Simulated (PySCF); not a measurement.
Geometry:
```tsv
atom	x (Å)	y (Å)	z (Å)
F1	0.060	-0.141	1.396
C2	0.005	-0.006	0.067
Cl3	-0.458	1.661	-0.313
Cl4	1.603	-0.371	-0.604
Cl5	-1.201	-1.140	-0.563
```

Geometry: GFN2-xTB; GIAO absolute shieldings from PySCF 2.14.0 with density-fitted response routines, gas phase, non-relativistic, averaged over equivalent atoms.

At PBE/pcSseg-1 (106 basis functions, roughly 6 core-seconds):
```csv
atoms,σ (ppm)
F1,137.7
C2,28.0
Cl3/Cl4/Cl5,336.6
```

Question: Estimate the result of repeating the calculation with B3LYP/pcSseg-1.

Answer: 
```json
{"atoms": "F1", "σ at B3LYP/pcSseg-1": "165.5", "change": "+27.8"}
{"atoms": "C2", "σ at B3LYP/pcSseg-1": "28.6", "change": "+0.6"}
{"atoms": "Cl3/Cl4/Cl5", "σ at B3LYP/pcSseg-1": "355.2", "change": "+18.6"}
```

The largest change is at F1 (fluorine on an sp3 carbon). Cost: 106 basis functions, of the order of 4 core-seconds.

Carbons that carry Cl, above all several Cl atoms, come out too deshielded, partly because spin–orbit coupling is missing.
